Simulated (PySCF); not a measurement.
**Reproducing measurements on cyanoacetylene**

**What was measured.**

NIST CCCBDB Release 22 (SRD 101), experimental dipoles lists, for the gas: dipole moment (microwave Stark effect) 3.72 D.

The results are set against them at the end.

Species: cyanoacetylene, C3HN.
SMILES with atom numbers: `[CH:1]#[C:2][C:3]#[N:4]` (hydrogens: H5 on C1)

Geometry (BHandHLYP/def2-TZVP, Å), atoms numbered from 1 in this order:
```
atom  x, y, z in Å
C1    -1.2615    0.0505   -0.1661
C2    -0.0872    0.0036    0.0095
C3     1.2684   -0.0501    0.2118
N4     2.3945   -0.0958    0.3810
H5    -2.3055    0.0946   -0.3247
```

Runs made with PySCF (gas phase, on this BHandHLYP/def2-TZVP geometry; no spin–orbit coupling):

```
                            level                                          job  basis functions  wall time
BHandHLYP/def2-TZVP, grid level 1  geometry optimisation from a GFN2-xTB start              130       11 s
```

Hardware: one thread, Intel Xeon Platinum 8488C (x86_64), no GPU, on a shared host.

**Comparison with experiment**

**Dipole moment.** Measured: 3.72 D (NIST CCCBDB Release 22 (SRD 101), experimental dipoles).

| level | computed (D) | computed − measured (D) | % (from the printed values) |
| --- | --- | --- | --- |
| BHandHLYP/def2-TZVP | 3.95 | +0.23 | +6 |

The computed dipoles belong to one fixed geometry; measured ones are averaged over vibrations unless marked μe. Magnitudes are compared, not signs.

The geometry is computed, not the measured one. Where a level misses, the cause wasn't examined.
